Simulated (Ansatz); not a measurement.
We consider hcp Lu, described by PBE in Ansatz (PAW).

Run with plane-wave cutoff 520 eV, 16×16×10 k mesh (along the axes of the cell as run), Fermi–Dirac smearing 0.1 eV, perturbation theory, force constants from a 4×4×2 q mesh, scalar-relativistic PAW data made under PBE.

Computed at the level's own relaxed cell.

```cif
data_Lu2
_chemical_formula_sum 'Lu2'
_space_group_name_H-M_alt 'P 1'
_space_group_IT_number 1
_cell_length_a 3.50704
_cell_length_b 3.50704
_cell_length_c 5.46305
_cell_angle_alpha 90.000
_cell_angle_beta 90.000
_cell_angle_gamma 120.000
loop_
_space_group_symop_operation_xyz
  'x, y, z'
loop_
_atom_site_label
_atom_site_type_symbol
_atom_site_fract_x
_atom_site_fract_y
_atom_site_fract_z
_atom_site_occupancy
Lu1 Lu 0.66667 0.33333 0.75000 1
Lu2 Lu 0.33333 0.66667 0.25000 1
```

Harmonic phonon frequencies (cm⁻¹; i marks an imaginary mode):

| q point | frequencies |
|---|---|
| Γ | 0 0 0 70 70 120 |
| A | 50 50 50 50 83 83 |

No imaginary mode appears at these points.

Ansatz is a quantum-chemistry and plane-wave program.
